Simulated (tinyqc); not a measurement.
Ways to converge the cycle: SCF convergence aids in the sto-6g basis, for H3O+, spin multiplicity 1. Computed by the program tinyqc with PySCF. RHF with one setting changed at a time; a run stops when the energy changes by less than 1e-09 hartree and the error matrix is below 1e-5. The start is the core Hamiltonian. Damping d keeps d of the old density; a shift (hartree) raises the virtual levels; DIIS n extrapolates F over n matrices.

Geometry (angstrom):
```
atom        x        y       z
O      0.0000   0.0000  0.3770
H      1.0580   0.0000  0.0000
H     -0.5290   0.9170  0.0000
H     -0.5290  -0.9170  0.0000
```

lowest restricted solution found by these runs and by PySCF = -75.998473 hartree

Largest element of the error matrix X^T (FDS - SDF) X:
```
iteration    plain  damping 0.3  damping 0.6  shift 0.4   DIIS 3   DIIS 8
1          6.2e-01      6.2e-01      6.2e-01    6.2e-01  6.2e-01  6.2e-01
2          4.0e-01      9.9e-02      3.6e-01    2.0e-01  4.0e-01  4.0e-01
3          1.4e-01      5.9e-02      2.1e-01    8.4e-03  3.7e-02  3.7e-02
4          4.0e-02      2.8e-02      1.2e-01    1.5e-03  9.1e-03  9.1e-03
5          1.6e-02      1.6e-02      6.8e-02    6.4e-04  2.9e-03  3.3e-03
6          4.7e-03      1.0e-02      4.5e-02    2.6e-04  4.7e-04  2.2e-04
8          8.7e-04      3.9e-03      2.0e-02    6.8e-05  1.7e-05  1.1e-07
10         1.8e-04      1.5e-03      9.7e-03    2.6e-05        -        -
14         8.7e-06      2.4e-04      3.4e-03          -        -        -
20               -      1.5e-05      7.9e-04          -        -        -
30               -            -      7.2e-05          -        -        -
```

How each run ends:
```
run          iterations  E (hartree)         state
plain                15   -75.998473  lowest found
damping 0.3          22   -75.998473  lowest found
damping 0.6          43   -75.998473  lowest found
shift 0.4            13   -75.998473  lowest found
DIIS 3                9   -75.998473  lowest found
DIIS 8                8   -75.998473  lowest found
```

What does the comparison show, and why?

6 of 6 runs reach the lowest restricted solution found, in 8 to 43 iterations (fastest: DIIS 8). Plain steps already contract here, so damping only slows them. DIIS 3 and DIIS 8 gain by cancelling the error over several earlier matrices, much as a quasi-Newton step does.
